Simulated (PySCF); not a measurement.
## Worked example: refractive index and permittivity of the vapour

fluoromethane (CH3F), SMILES CF.

Coordinates come from a r2SCAN-D4/def2-TZVP optimisation.

HF/def2-TZVPD run with PySCF gives a mean static polarisability of 15.8 bohr³ and a dipole moment of 2.06 D. Take an ideal gas at 298.15 K and 0.1 bar, whether or not the substance is that volatile.

Work out n − 1 in the optical limit and the static ε − 1.


Polarisability volume α' = 15.8 × 0.148185 = 2.34 Å³. Number density N = p/kT = 2.43e-6 Å⁻³.
Dilute limit of Lorentz–Lorenz: n − 1 = 2π N α' = 3.6e-5.
Orientation term of Debye: μ²/(3kT) = 8.098 Å³ × μ²(D²) = 34.36 Å³.
ε − 1 = 4π N (α' + μ²/3kT) = 0.0011. Orientation of the dipole supplies 94 % of the static response; it can't follow optical fields. Vibrational polarisation and dispersion are left out.
